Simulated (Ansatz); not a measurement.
# NH₃+ (doublet): from Hartree-Fock to the top rungs at distance N1–H2 = 1.221 Å, 6-31G

How much of the correlation energy of NH₃+ (doublet) does each wave-function method recover here?

Program: Ansatz 0.2.0, Gaussian basis. Level of theory: 6-31G, core rule «outside noble gas», up to 1 orbitals frozen. These are calculated values, not measurements.

The runs, in order: UHF; CCSD(T) on ROHF; CCSD(T) on UHF; BCCD(T) on ROHF; CISD; CCSDT(Q) on ROHF; CCSDT(Q) on UHF; CISDTQ; CCSDTQ on ROHF; CCSDTQ on UHF; CASSCF and MRCISD+Q, 3 electrons in 3 orbitals; CASSCF and NEVPT2, 3 electrons in 3 orbitals; CASSCF and MRCISD+Q, 7 electrons in 7 orbitals; CASSCF and NEVPT4(SD), 7 electrons in 7 orbitals; CASSCF and NEVPT2, 7 electrons in 7 orbitals; Full CI.

14 further runs of the same task are left out: 8 that didn't finish, 6 set aside as unsound or not needed.

### Step 1. What is computed

The geometry derives from a PBE0/def2-TZVP stationary point (not a proven minimum). One bond is set to the value named and the two fragments are kept rigid.

4 atoms, charge 1, spin multiplicity 2.

Atoms are counted from 1 here; the program's logs count them from 0.

Bond lengths: N1–H2 1.221 Å, N1–H3 1.024 Å, N1–H4 1.024 Å. Angles: H2–N1–H3 120.0°, H2–N1–H4 120.0°, H3–N1–H4 120.0°.

### Step 2. UHF

Contents of in.yaml:

```yaml
crystal:
  periodic: [false, false, false]
  atoms:
    - {symbol: N, position_ang: [-0.011652, -0.000156, 0.000001]}
    - {symbol: H, position_ang: [1.209238, 0.016242, -0.000083]}
    - {symbol: H, position_ang: [-0.535574, 0.879790, -0.002761]}
    - {symbol: H, position_ang: [-0.511750, -0.893857, 0.002833]}
basis:
  gaussian: {orbitals: 6-31G}
total_charge: 1
magnetization: {spin_polarized: true, initial_magnetization: 1}
hamiltonian: {xc: hf}
output: {orbitals: {seedname: orbitals}}
```

Launch:

```
$ ansatz run in.yaml --threads 1 --pin off --events-out ev --progress --plain --max-ram 2393MiB
```

The runs that follow: CCSD(T) on ROHF; CCSD(T) on UHF; BCCD(T) on ROHF; CISD; CCSDT(Q) on ROHF; CCSDT(Q) on UHF; CISDTQ; CCSDTQ on ROHF; CCSDTQ on UHF; CASSCF and MRCISD+Q, 3 electrons in 3 orbitals; CASSCF and NEVPT2, 3 electrons in 3 orbitals; CASSCF and MRCISD+Q, 7 electrons in 7 orbitals; CASSCF and NEVPT4(SD), 7 electrons in 7 orbitals; CASSCF and NEVPT2, 7 electrons in 7 orbitals; Full CI.

Q: Predict the results of all the runs planned. Wanted: FCI below the RHF energy; RMP2 from FCI; UMP2 from FCI; RCCSD from FCI; RCCSD(T) from FCI; UCCSD(T) from FCI; RCCSDT(Q) from FCI; UCCSDT(Q) from FCI; NEVPT2 pair from FCI.

As calculated:

| quantity | value |
| --- | --- |
| FCI below the RHF energy | -3.1050 eV |
| RMP2 from FCI | +549.2 meV |
| UMP2 from FCI | +522.9 meV |
| RCCSD from FCI | +38.6 meV |
| RCCSD(T) from FCI | +10.5 meV |
| UCCSD(T) from FCI | +10.6 meV |
| RCCSDT(Q) from FCI | +0.3 meV |
| UCCSDT(Q) from FCI | 0.0 meV |
| NEVPT2 pair from FCI | +380.0 meV |
| MRCISD+Q pair from FCI | +4.4 meV |
| NEVPT2 valence from FCI | +174.4 meV |
| levels within 1 kcal/mol (43 meV) | RCCSD, UCCSD, RCCSD(T), UCCSD(T), BCCD(T), RCCSDT, UCCSDT, CISDTQ, RCCSDT(Q), UCCSDT(Q), RCCSDTQ, UCCSDTQ, MRCISD+Q pair, NEVPT4(SD) valence, MRCISD valence, MRCISD+Q valence |
| T1 diagnostic | 0.017 |
| effectively unpaired electrons | 1.02 |

What this shows: RCCSD(T) misses by +10.5 meV, 0.3 % of the correlation energy. One determinant dominates. Of the multireference levels listed MRCISD+Q valence comes nearest in total energy (+4.3 meV), which doesn't show that its space is the better one. These misses are within one basis, not against nature; the frozen cores of restricted and unrestricted runs differ, which can shift their rows.
